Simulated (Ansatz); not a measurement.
The end point of a relaxation of Sr. These are PBE (plane waves to 420 eV, PAW, scalar-relativistic; Ansatz, a quantum-chemistry and plane-wave program) values and carry that method's errors.

```xyz
1
Lattice="0.0000 3.0156 3.0156 3.0156 0.0000 3.0156 3.0156 3.0156 0.0000" Properties=species:S:1:pos:R:3 pbc="T T T"
Sr     3.0156     3.0156     3.0156
```

Question: Determine the symmetry and give the standard cell with its independent sites.

Answer: Space group Fm-3m (No. 225); a = 6.031 Å, b = 6.031 Å, c = 6.031 Å, α = 90.00°, β = 90.00°, γ = 90.00°

```tsv
atom	site	symmetry	x	y	z
Sr	4b	m-3m	0.5000	0.5000	0.5000
```

This is the fcc (Cu type).

Question: Give the shortest distances between elements (the closest pairs, up to four, under 3.6 Å).

Answer: .

Volume per atom: 54.85 Å³
Band gap: no gap on the sampled points, where the bands overlap only slightly; such a result is sensitive to mesh and level

No spin polarisation in the result.

Measured for Sr: a 6.045 Å (static lattice; corrected from measurement; as listed in Gábor I. Csonka et al., Physical Review B (2009)). Computed minus measured — a: PBE -0.2 %. The computed values are for a static lattice.

The run could not lose the symmetry of its start.
